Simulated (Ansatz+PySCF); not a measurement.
## triplet H₂O₃: levels of theory in one basis

```
atom    x (Å)    y (Å)   z (Å)
   H  -2.5007   0.0664  0.0000
   O  -1.5540  -0.0865  0.0000
   H  -1.1689   0.7920  0.0000
   O   1.4620   0.6198  0.0000
   O   1.7088  -0.5622  0.0000
```

Basis set: cc-pVTZ (spherical functions). Left uncorrelated: 3 orbitals. Correlation on ROHF uses semicanonical orbitals with singles. Charge 0, multiplicity 3.

Computed with Ansatz (development build ahead of 0.2.0) and PySCF 2.14.0; each method stands on the lowest determinant of its kind that the runs found.

```
     method  E − E(ROHF) (eV)  <S²> of the determinant
       ROHF              0.00                     2.00
        UHF             -0.60                     2.04
    UHF-MP2            -19.58                     2.04
   UHF-CCSD            -19.77                     2.04
UHF-CCSD(T)            -20.47                     2.04
```

Q: What does ROHF-MP2 give on the same scale?

A: -19.70 eV.

Caution for ROHF, ROHF-MP2: an unrestricted determinant lies well below. Caution for ROHF-MP2: another reference gives a lower total.
